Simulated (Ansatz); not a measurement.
# SiNH3 (SMILES [N][SiH3]): methods side by side

SiNH3: 5 atoms, total charge 0, spin state triplet. SMILES: `[N][SiH3]`. The coordinates come from a GFN2-xTB relaxation.

Each level gives the vertical energy of the singlet above the triplet (eV). The values are calculated.

```json
{"level": "USVWN5/STO-3G", "kind": "LDA", "program": "Ansatz", "value (eV)": "2.38", "CPU time (all runs)": "3.2 s"}
{"level": "U-r2SCAN/STO-3G", "kind": "meta-GGA", "program": "Ansatz", "value (eV)": "2.74", "CPU time (all runs)": "30 s"}
{"level": "U-r2SCAN0/STO-3G", "kind": "hybrid meta-GGA", "program": "Ansatz", "value (eV)": "2.87", "CPU time (all runs)": "21 s"}
{"level": "UB3LYP/STO-3G", "kind": "global hybrid", "program": "Ansatz", "value (eV)": "?", "CPU time (all runs)": "7.9 s"}
{"level": "UBHLYP/STO-3G", "kind": "global hybrid", "program": "Ansatz", "value (eV)": "?", "CPU time (all runs)": "5.5 s"}
{"level": "UHSE06/STO-3G", "kind": "range-separated hybrid", "program": "Ansatz", "value (eV)": "2.64", "CPU time (all runs)": "8 s"}
{"level": "UMP2/STO-3G", "kind": "perturbation theory", "program": "Ansatz", "value (eV)": "2.86", "CPU time (all runs)": "0.28 s"}
{"level": "UCCSD/STO-3G", "kind": "coupled cluster or CI", "program": "Ansatz", "value (eV)": "2.33", "CPU time (all runs)": "0.39 s"}
{"level": "FCI/STO-3G", "kind": "exact in the basis", "program": "Ansatz", "value (eV)": "2.18", "CPU time (all runs)": "3.1 s"}
```

**Question.** Estimate the missing values from the other rows.

**Answer.** As computed at these levels: UB3LYP/STO-3G: 2.41 eV; UBHLYP/STO-3G: 2.59 eV. The values span 2.18 to 2.87 eV. All rows use very small basis sets, so even the best lies far from the true value. CPU times are rough (shared hosts, several kinds of processor): they show what a rung costs within a factor of a few.
